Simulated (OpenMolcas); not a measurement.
# HOF (hypofluorous acid) at BP86/ANO-L-VDZ (RICD fitting, fitting threshold 1e-06), part 2 of 2

OpenMolcas 26.06.

## (3) The doublet anion, same level

Contents of job.input:

```
* FHO Kohn-Sham DFT

&GATEWAY
 Coord
 3
 bohr
 O      0.81369717    -0.39748499     0.40880445
 F     -0.41934912     1.91735392    -0.02074919
 H     -0.39436694    -1.51986893    -0.38805526
 Basis
 ANO-L-VDZ
 Group
 NoSym
 RICD
 aCD
 CDThreshold
 1e-06

&SEWARD

&SCF
 UHF
 Charge
 -1
 Spin
 2
 KSDFT
 2
 1.0 GGA_X_B88
 1.0 GGA_C_P86
 PrOrbitals
 1 1

&ALASKA
```

Started as:

```
$ export MOLCAS_MEM=1860
$ pymolcas job.input > job.log
```

Output:

```text
--- Start Module: gateway ---

                                              &GATEWAY

                       available to each process: 1.9 GB of memory, 1 thread

++    Symmetry information:
      ---------------------

                    Character Table for C1

                             E
                    a        1  x, y, xy, Rz, z, xz, Ry, yz, Rx, I
--

++    Basis set information:
      ----------------------

      Basis set label: O.ANO-L...3S2P.

      Electronic valence basis set:
      ------------------
      Associated Effective Charge   8.000000 au
      Associated Actual Charge      8.000000 au
      Nuclear Model: Point charge

      Shell  nPrim  nBasis  Cartesian Spherical Contaminant
         s      14       3        X
         p       9       2        X

      Basis set label: F.ANO-L...3S2P.

      Electronic valence basis set:
      ------------------
      Associated Effective Charge   9.000000 au
      Associated Actual Charge      9.000000 au
      Nuclear Model: Point charge

      Shell  nPrim  nBasis  Cartesian Spherical Contaminant
         s      14       3        X
         p       9       2        X

      Basis set label: H.ANO-L...2S.

      Electronic valence basis set:
      ------------------
      Associated Effective Charge   1.000000 au
      Associated Actual Charge      1.000000 au
      Nuclear Model: Point charge

      Shell  nPrim  nBasis  Cartesian Spherical Contaminant
         s       8       2        X
--

++    Molecular structure info:
      -------------------------

                    ************************************************
                    **** Cartesian Coordinates / bohr, angstrom ****
                    ************************************************

     Center  Label                x              y              z                     x              y              z
        1      O1               0.813697      -0.397485       0.408804              0.430590      -0.210340       0.216330
        2      F2              -0.419349       1.917354      -0.020749             -0.221910       1.014620      -0.010980
        3      H3              -0.394367      -1.519869      -0.388055             -0.208690      -0.804280      -0.205350

                    ***************************************
                    *    InterNuclear Distances / bohr    *
                    ***************************************

               1 O1            2 F2            3 H3
    1 O1       0.000000
    2 F2       2.657706        0.000000
    3 H3       1.831434        3.456883        0.000000

                    *******************************************
                    *    InterNuclear Distances / angstrom    *
                    *******************************************

               1 O1            2 F2            3 H3
    1 O1       0.000000
    2 F2       1.406397        0.000000
    3 H3       0.969153        1.829304        0.000000

                    **************************************
                    *    Valence Bond Angles / degree    *
                    **************************************
                          Atom centers                 Phi
                      2 F2       1 O1       3 H3        99.06
--

            Nuclear Potential Energy             34.06270120 au

--- Stop Module: gateway /rc=_RC_ALL_IS_WELL_ ---

--- Start Module: seward ---

                                              &SEWARD

                       available to each process: 1.9 GB of memory, 1 thread

               SEWARD will generate:
                  Multipole Moment integrals up to order  2
                  Kinetic Energy integrals
                  Nuclear Attraction integrals (point charge)
                  One-Electron Hamiltonian integrals
                  Velocity integrals
                  Orbital angular momentum around (  0.1292   0.7927   0.1598 )
                  Velocity quadrupole around (  0.1292   0.7927   0.1598 )
                  RI decomposed two-electron repulsion integrals stored Cholesky style
                   - aCD auxiliary basis
                   - CD Threshold:   1.00E-06

                   Integrals are discarded if absolute value <: 1.00E-14
                   Integral cutoff threshold is set to       <: 1.00E-16

            Nuclear Potential Energy             34.06270120 au

      Basis set specifications :
      Symmetry species         a
      Basis functions           20

--- Stop Module: seward /rc=_RC_ALL_IS_WELL_ ---

--- Start Module: scf ---

                                                &SCF

                       available to each process: 1.9 GB of memory, 1 thread

++    Input section:
      --------------

      Header of the integral files:

      Cartesian coordinates in angstrom:
      -----------------------------------------------------
      No.  Label        X            Y            Z
      -----------------------------------------------------
       1   O1         0.43059000  -0.21034000   0.21633000
       2   F2        -0.22191000   1.01462000  -0.01098000
       3   H3        -0.20869000  -0.80428000  -0.20535000
      -----------------------------------------------------
      Nuclear repulsion energy =   34.06270120
--

++    Orbital specifications:
      -----------------------

      Symmetry species               1
                                     a
      Frozen orbitals                0
      Start temperature = 0.500
      End temperature   = 0.010
      Temperature Factor= 0.460
      Deleted orbitals               0
      Total number of orbitals      20
      Number of basis functions     20
--

      Molecular charge                          -1.000

      Numerical integration parameters
      --------------------------------
      Radial quadrature type:                         MHL
      Size of radial grid:                            75
      Lebedev angular grid:                           29
      Angular grid pruned with the crowding factor:  3.00E+00
                                 and fading factor:  6.00E+00
      Screening threshold for integral computation:   1.00E-11
      Radial quadrature accuracy:                     1.00E-25
      Maximum batch size:                             128
      AO values are stored on disk
      The same grid will be used for all iterations.

      DFT functional specifications
      -----------------------------
      Using Libxc version: 6.2.2
      Please cite the following reference:
      S. Lehtola, C. Steigemann, M. J.T. Oliveira, and M. A.L. Marques.,  SoftwareX 7, 1–5 (2018) doi:10.1016/j.softx.2017.11.002

      * Becke 88
        - A. D. Becke.,  Phys. Rev. A 38, 3098 (1988) doi:10.1103/PhysRevA.38.3098
      * Perdew 86
        - J. P. Perdew.,  Phys. Rev. B 33, 8822 (1986) doi:10.1103/PhysRevB.33.8822

++    Optimization specifications:
      ----------------------------

      SCF Algorithm: LK-RI/DF USCF
      LK screening threshold:                     4.50E-02
      Local-Exchange (LK) algorithm.
       - the density matrix is decomposed
      D(i)-D(i-1) density differences are used
      Number of density matrices in core                 5
      Maximum number of NDDO SCF iterations            400
      Maximum number of HF SCF iterations              400
      Threshold for SCF energy change             1.00E-09
      Threshold for density matrix                1.00E-04
      Threshold for Fock matrix                   1.50E-04
      Threshold for linear dependence             1.00E-09
      Threshold at which DIIS is turned on        1.50E-01
      Maximum depth in the DIIS procedure                5
      Maximum depth in the BFGS Hessian update          30
      Threshold at which QNR/C2DIIS is turned on  7.50E-02
      Threshold for Norm(delta) (QNR/C2DIIS)      1.00E-03
      All orbitals punched on: UHFORB
--

      Input vectors read from INPORB
      Orbital file label: *Guess orbitals

++ Convergence information
                               UHF [...]      iterations: Energy and convergence statistics

Iter     Tot. [...]      One-elec.       Two-elec.     Energy      Max Dij or  Max Fij      DNorm      TNorm      AccCon     Time
         Energy          Energy          Energy        Change      Delta Norm                                                in Sec.
   1  -174.322612946  -338.102214394   129.716900251   0.00E+00    5.63E-01*   3.12E-01*    7.50E+00   5.50E+01   None         0.
   2  -173.244790745  -324.265075990   116.957584048   1.08E+00*   5.47E-01*   5.45E-02*    5.40E+00   5.23E+01   EDIIS        0.
   3  -174.885933528  -330.523636777   121.575002052  -1.64E+00*   5.76E-01*   2.33E-01*    4.28E+00   5.33E+01   EDIIS        0.
   4  -174.179760839  -339.118383928   130.875921892   7.06E-01*   7.32E-02*   1.70E-01*    3.22E+00   5.51E+01   EDIIS        0.
   5  -175.465137253  -339.634450727   130.106612277  -1.29E+00*   2.77E-01*   9.24E-02*    3.14E+00   5.51E+01   EDIIS        0.
   6  -175.037299631  -325.102305109   116.002304280   4.28E-01*   2.71E-01*   5.31E-02*    6.10E+00   5.21E+01   EDIIS        0.
   7  -175.469004172  -331.461261950   121.929556581  -4.32E-01*   3.03E-01*   3.63E-02*    4.17E+00   5.34E+01   EDIIS        0.
   8  -175.526347532  -337.311873590   127.722824860  -5.73E-02*   4.55E-01*   1.49E-02*    2.97E+00   5.46E+01   EDIIS        0.
   9  -175.524459742  -334.035323761   124.448162821   1.89E-03*   1.45E-01*   1.24E-02*    2.03E+00   5.40E+01   EDIIS        0.

       Fermi aufbau procedure completed!
      nOcc(alpha)=   10
      nOcc(beta) =    9

  10  -175.534173643  -335.121132947   125.524258107  -9.71E-03*   6.40E-01*   3.08E-02*    6.57E-01   5.42E+01   c2DIIS       0.
  11  -175.503379127  -338.188405264   128.622324940   3.08E-02*   4.30E-01*   1.36E-02*    2.58E+00   5.48E+01   c2DIIS       0.
  12  -175.528916179  -337.140333035   127.548715659  -2.55E-02*   2.71E-01*   6.40E-03*    1.73E+00   5.46E+01   c2DIIS       0.
  13  -175.533159571  -336.641425425   127.045564656  -4.24E-03*   1.91E-01*   4.75E-03*    1.09E+00   5.45E+01   c2DIIS       0.
  14  -175.534897634  -336.344092973   126.746494142  -1.74E-03*   1.98E-01*   2.67E-03*    7.79E-01   5.44E+01   c2DIIS       0.
  15  -175.535338902  -336.255445012   126.657404913  -4.41E-04*   1.60E-01*   1.98E-03*    7.49E-01   5.44E+01   c2DIIS       0.
  16  -175.535787318  -336.135535490   126.537046974  -4.48E-04*   1.01E-01*   1.86E-03*    6.08E-01   5.44E+01   c2DIIS       0.
  17  -175.536207447  -335.981313261   126.382404617  -4.20E-04*   8.28E-02*   1.23E-03*    3.83E-01   5.44E+01   c2DIIS       0.
  18  -175.536344627  -335.914284534   126.315238709  -1.37E-04*   5.61E-02*   1.04E-03*    3.14E-01   5.43E+01   c2DIIS       0.
  19  -175.536455654  -335.841130738   126.241973886  -1.11E-04*   3.02E-01*   4.02E-03*    2.14E-01   5.43E+01   QNRc2DIIS    0.
  20  -175.533106736  -334.669822955   125.074015022   3.35E-03*   2.34E-01*   1.97E-02*    1.13E+00   5.41E+01   QNRc2DIIS    0.
  21  -175.536567064  -335.640760347   126.041492086  -3.46E-03*   9.45E-03*   5.15E-04*    8.75E-01   5.43E+01   QNRc2DIIS    0.
  22  -175.536568975  -335.655885904   126.056615731  -1.91E-06*   2.11E-03*   5.53E-04*    3.23E-02   5.43E+01   QNRc2DIIS    0.
  23  -175.536570624  -335.657637103   126.058365282  -1.65E-06*   9.02E-04    6.32E-05     4.47E-03   5.43E+01   QNRc2DIIS    0.
  24  -175.536570659  -335.659997349   126.060725493  -3.47E-08*   1.76E-04    1.33E-05     2.72E-03   5.43E+01   QNRc2DIIS    0.
  25  -175.536570662  -335.659936605   126.060664746  -3.07E-09*   1.67E-05    1.59E-06     5.71E-04   5.43E+01   QNRc2DIIS    0.
  26  -175.536570662  -335.659918554   126.060646694  -3.90E-11    4.06E-06    2.96E-07     4.12E-05   5.43E+01   QNRc2DIIS    0.

       Convergence after  26 Iterations
--

 *****************************************************************************************************************************
 *                                             SCF/KS-DFT Program, Final results                                             *
 *                                                       Final Results                                                       *
 *****************************************************************************************************************************

::    Total KS-DFT energy                            -175.5365706619
      One-electron energy                            -335.6599185536
      Two-electron energy                             126.0606466944
      Nuclear repulsion energy                         34.0627011973
      Kinetic energy (interpolated)                   175.3315341931
      Virial theorem                                    1.0011694215
      Total spin, S(S+1)                                0.7505992761
      Total spin, S                                     0.5002995932
      Max non-diagonal density matrix element           0.0000015710
      Max non-diagonal Fock matrix element              0.0000000692

      All orbitals with orbital energies smaller than  E(LUMO)+0.5 are printed

++    Molecular orbitals:
      -------------------

      Title: UKS-DFT orbitals (alpha)

      Molecular orbitals for symmetry species 1: a

          Orbital            1         2         3         4         5         6         7         8         9        10
          Energy          -24.0286  -18.5695   -0.8859   -0.6114   -0.2508   -0.1693   -0.1373   -0.0489    0.0203    0.1542
          Occ. No.          1.0000    1.0000    1.0000    1.0000    1.0000    1.0000    1.0000    1.0000    1.0000    1.0000

          Orbital           11        12        13        14        15
          Energy            0.1798    0.5478    0.5832    0.5960    0.6490
          Occ. No.          0.0000    0.0000    0.0000    0.0000    0.0000

--

++    Static properties:
      ------------------

      LoProp Charges per center

                   O1       F2       H3
      Nuclear      8.0000   9.0000   1.0000
      Electronic  -8.4606  -9.3485  -1.1909

      Total       -0.4606  -0.3485  -0.1909
--

      All orbitals with orbital energies smaller than  E(LUMO)+0.5 are printed

++    Molecular orbitals:
      -------------------

      Title: UKS-DFT orbitals (beta)

      Molecular orbitals for symmetry species 1: a

          Orbital            1         2         3         4         5         6         7         8         9        10
          Energy          -24.0217  -18.5630   -0.8693   -0.5972   -0.2349   -0.1573   -0.1306   -0.0405    0.0287    0.1882
          Occ. No.          1.0000    1.0000    1.0000    1.0000    1.0000    1.0000    1.0000    1.0000    1.0000    0.0000

          Orbital           11        12        13        14        15
          Energy            0.2034    0.5684    0.5969    0.6064    0.6620
          Occ. No.          0.0000    0.0000    0.0000    0.0000    0.0000

--

++    Molecular charges:
      ------------------

      Mulliken charges per centre and basis function type
      ---------------------------------------------------

                            O1                      F2                      H3
                     alpha        beta       alpha        beta       alpha        beta
      1s           0.9994      0.9995      0.9997      0.9997      0.6848      0.3336
      2s           0.9885      0.9332      0.9914      0.9855      0.4106      0.0214
      2px          0.8686      0.7645      0.9620      0.9189      0.0000      0.0000
      2pz          0.9580      0.9373      1.0005      0.9955      0.0000      0.0000
      2py          0.5152      0.4478      0.8613      0.7022      0.0000      0.0000
      3s          -0.1831     -0.0051     -0.0027     -0.0029      0.0000      0.0000
      3px         -0.0233     -0.0039     -0.0073     -0.0047      0.0000      0.0000
      3pz         -0.0121     -0.0046     -0.0074     -0.0067      0.0000      0.0000
      3py          0.0017     -0.0032     -0.0056     -0.0081      0.0000      0.0000
      Total        4.1128      4.0655      4.7918      4.5794      1.0954      0.3550
      Total              8.1783                  9.3713                  1.4504

      Charge           -0.1783                 -0.3713                 -0.4504

      Total electronic charge=   19.000000

      Total            charge=   -1.000000
--

++    Static properties:
      ------------------

      LoProp Charges per center

                   O1       F2       H3
      Nuclear      8.0000   9.0000   1.0000
      Electronic  -8.4606  -9.3485  -1.1909

      Total       -0.4606  -0.3485  -0.1909
--

++    Natural Bond Order analysis
      ---------------------------
      Based on LoProp computed density
      -------------------------------------------------------------------------------------
      Atom A       Atom B       Bond Order
      -------------------------------------------------------------------------------------
      NBO located      0.996 non-bonded electrons on atom O1
      NBO located      0.999 non-bonded electrons on atom F2
      NBO located      0.995 non-bonded electrons on atom F2
      NBO located      0.979 non-bonded electrons on atom F2
      The remaining    4.760 electrons are to be considered as diffuse
--

++    Molecular orbitals:
      -------------------

      Title: Natural orbitals

      Molecular orbitals for symmetry species 1: a

          Orbital            1         2         3         4         5         6         7         8         9        10
          Energy          -23.9970  -18.5626    0.0089   -0.7797   -0.1262   -0.1183   -0.3607   -0.3885   -0.3093    0.1715
          Occ. No.          2.0000    2.0000    2.0000    2.0000    2.0000    2.0000    2.0000    1.9999    1.9998    1.0000

          Orbital           11        12        13        14        15        16        17        18        19        20
          Energy            0.2426    0.9537    0.5957    0.8135    0.8741    1.5326    0.7488    1.6175    0.8965    0.7813
          Occ. No.          0.0002    0.0001    0.0000    0.0000    0.0000    0.0000    0.0000    0.0000    0.0000    0.0000

--

++    Molecular properties:
      ---------------------

      Charge (e):
                      =   -1.0000
      Dipole Moment (debye):
      Origin of the operator (angstrom)=    0.0684    0.4195    0.0846
                   X= -6.6273E-01               Y=  2.9910E+00               Z= -3.7138E-02           Total=  3.0638E+00
      Center of Charge (angstrom)
                     X=    0.20633619               Y=   -0.20324907               Z=    0.09230205
      Quadrupole Moment (debye*angstrom):
      Origin of the operator (angstrom)=    0.0684    0.4195    0.0846
                  XX= -1.8292E+01              XY=  8.1798E-01              XZ= -4.3081E-01              YY= -2.2647E+01
                  YZ= -1.3167E-01              ZZ= -1.7609E+01
      In traceless form (debye*angstrom)
                  XX=  1.8362E+00              XY=  1.2270E+00              XZ= -6.4622E-01              YY= -4.6965E+00
                  YZ= -1.9750E-01              ZZ=  2.8602E+00
--

--- Stop Module: scf /rc=_RC_ALL_IS_WELL_ ---
--- Module scf spent 2 seconds ---

--- Start Module: alaska ---

                                              &ALASKA

                       available to each process: 1.9 GB of memory, 1 thread

                     Threshold for contributions to the gradient: 1.000E-07

                    ********************************************
                    * Symmetry Adapted Cartesian Displacements *
                    ********************************************

           Irreducible representation : a
           Basis function(s) of irrep: x, y, xy, Rz, z, xz, Ry, yz, Rx, I

 Basis Label        Type   Center Phase
   1   O1           x         1     1
   2   O1           y         1     1
   3   O1           z         1     1
   4   F2           x         2     1
   5   F2           y         2     1
   6   F2           z         2     1
   7   H3           x         3     1
   8   H3           y         3     1
   9   H3           z         3     1

                     No automatic utilization of translational and rotational invariance of the energy is employed.

 DFT contribution computed for a moving grid.

 RI-ERI gradients!

 **************************************************
 *              Molecular gradients               *
 **************************************************

  Irreducible representation: a
 ------------------------------------------------------------------------------------------
                              X                       Y                       Z
 ------------------------------------------------------------------------------------------
  O1               -1.29752336087755E-01    1.45345713429207E-01   -5.60972945185649E-02
  F2                9.49476534788536E-02   -2.05638799611154E-01    3.00389309396776E-02
  H3                3.48046826089052E-02    6.02930861819504E-02    2.60583635788894E-02
 ------------------------------------------------------------------------------------------

--- Stop Module: alaska /rc=_RC_ALL_IS_WELL_ ---

.##################.
.# Happy landing! #.
.##################.

    Timing: Wall=4.09 User=3.50 System=0.59
```

Run time: 4.5 s. Hardware: 1 thread of Arm Neoverse V2, shared host; peak memory 0.082 GiB.

## (4) Summary of results

What follows sums up all 2 parts.

At BP86/ANO-L-VDZ (RICD fitting, fitting threshold 1e-06):

| quantity | value |
| --- | --- |
| singlet HOF: total energy | -175.57368 Eh |
| singlet HOF: dipole moment | 2.27 D |
| singlet HOF: HOMO energy | -7.47 eV |
| singlet HOF: LUMO energy | -3.32 eV |
| singlet HOF: HOMO–LUMO gap | 4.15 eV |
| singlet HOF: largest force on an atom | 4.105 eV/Å |
| doublet anion: total energy | -175.53657 Eh |
| doublet anion: HOMO energy (highest over α and β) | 4.20 eV |
| doublet anion: LUMO energy (lowest over α and β) | 4.89 eV |
| doublet anion: ⟨S²⟩ | 0.751 |
| doublet anion: largest force on an atom | 11.749 eV/Å |
| vertical electron affinity (to the doublet anion) | -1.010 eV |

In words: The anion lies 1.01 eV (23 kcal/mol) above the neutral: the electron isn't bound at this level, and such a value depends on the basis. Without diffuse functions anions come out too high. The largest force (singlet HOF) is 4.11 eV/Å: the shape isn't a stationary point for this species at this level. The HOMO (doublet anion) lies at positive energy, 4.20 eV, as semi-local functionals often give for anions; only total energies tell whether the electron is bound.
